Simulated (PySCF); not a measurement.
Start geometry of `P` (PH3) from GFN2-xTB (Å):
```
atom  x, y, z in Å
P1    -0.0015    0.0035    0.5704
H2    -0.5587    1.0086   -0.2056
H3     1.1583   -0.0163   -0.1896
H4    -0.5880   -0.9910   -0.1980
```

**Question.** What comes out of this run: PySCF 2.14.0, PBE0-D3(BJ)/def2-SVP geometry optimisation, gas phase?

**Answer.** 
```
atom  x, y, z in Å
P1    -0.0037    0.0053    0.5048
H2    -0.5815    1.0469   -0.2843
H3     1.1976   -0.0154   -0.2685
H4    -0.6119   -1.0250   -0.2763
```

The energy falls by 1.4 kcal/mol over 4 energy and gradient evaluations, the largest force component goes from 0.0277 to 2.9e-05 Eh/bohr, and the atoms move by 0.037 Å rms after alignment. Among the bonds, P1–H2, P1–H3 and P1–H4 change most and about equally (+0.042 Å). Bonds longer at the end by more than 0.005 Å: 3 of 3; shorter: 0. Rotational constants go from 138825, 138807, 125386 to 131443, 131439, 116782 MHz. The orientation of the end geometry is arbitrary; only internal coordinates are fixed.

The run used 33 basis functions and 20 SCF cycles in all.

Not checked by PBE0-D3(BJ)/def2-SVP frequencies.
